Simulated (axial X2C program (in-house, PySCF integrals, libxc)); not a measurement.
# NC⁻: bond curves with and without spin–orbit coupling

Aim: find the lowest determinant of NC⁻, scan the bond at several levels and fit the constants, once spin-free and once with spin–orbit coupling.

The runs use an in-house X2C program for linear molecules on PySCF integrals; all-electron X2C, N dyall-av3z, C dyall-av3z.

All values are calculated.

### Step 1. Set-up

task.json reads:

```json
{
 "zs": [
  7,
  6
 ],
 "q": -1,
 "bas": [
  "dyall-av3z",
  "dyall-av3z"
 ],
 "levels": [
  "PBE0",
  "HF",
  "B3LYP"
 ],
 "cc": true,
 "r0": 1.27,
 "thr": -2.0,
 "nmax": 90,
 "npts": 10,
 "nst": 2,
 "ntry": 6
}
```

Keys: zs atomic numbers; q charge; bas basis sets; levels methods (HF also brings MP2); cc coupled cluster on or off; r0 starting distance in Å; thr threshold in hartree for freezing inner shells (an s shell follows its p shell); nmax most natural virtual spinors; npts points asked for on the curve; nst determinants followed; ntry starts of the search.

Started as:

```console
python so2c.py task.json out
```

Spin-free means the one-electron spin-free X2C Hamiltonian; two-component (2c) means X2C with spin–orbit coupling and atomic mean-field two-electron Coulomb and Gaunt terms. Basis: N dyall-av3z contracted to [7s7p3d2f], C dyall-av3z contracted to [8s7p3d2f]; Gaussian nuclei, density fitting. Masses: N 14.003 u, C 12.000 u.

Notation: σ, π±, δ± give the projection m of an orbital's angular momentum (0, ±1, ±2), α and β its spin, Λ and M_S the sums; ω is the projection of a spinor's total angular momentum and Ω the sum. Logs are in hartree.

Further steps of the session: PBE0, spin-free; HF, spin-free; B3LYP, spin-free; MP2 and beyond, spin-free; PBE0, 2c; HF, 2c; B3LYP, 2c; MP2 and beyond, 2c.

What does the calculation give? Wanted: for each run, Hamiltonian; Re; ωe; De; μ.

As calculated:

Lowest determinant found, spin-free: M_S = 0, Λ = 0 (closed shell).

Lowest determinant found, 2c: Ω = 0 (closed shell).

```tsv
Hamiltonian	level	Re (Å)	ωe (cm⁻¹)	De (eV)	μ (D)
spin-free	PBE0	1.171	2148	10.20	-0.64
spin-free	HF	1.152	2318	6.36	-0.46
spin-free	MP2	1.190	1978	10.57	n/a
spin-free	CCSD	1.178	2111	9.77	n/a
spin-free	CCSD(T)	1.185	2047	10.10	n/a
spin-free	B3LYP	1.171	2128	10.42	-0.62
2c	PBE0	1.171	2148	10.21	-0.64
2c	HF	1.152	2318	6.36	-0.46
2c	MP2	1.190	1979	10.57	n/a
2c	CCSD	1.178	2111	9.77	n/a
2c	CCSD(T)	1.185	2047	10.10	n/a
2c	B3LYP	1.171	2128	10.42	-0.62
```

Dipoles are positive if C is the positive end and refer to the centre of mass.

At CCSD(T), going from spin-free to two-component changes Re by 0 mÅ, ωe by 0.0 % and De by 0.00 eV; the spin-free picture holds up (part of it comes from the scalar share of the two-electron terms).

De refers to N + C-. The state is a single determinant with fixed occupations, the lowest that a limited PBE0 search found. Closed shells are restricted here (equal orbitals for both partners); the stretched side of such a curve lies too high. De is counted from the lowest determinant-based energies of the atoms at the same level, without counterpoise correction. CCSD and (T) use frozen natural virtuals with an MP2 correction for the truncation.
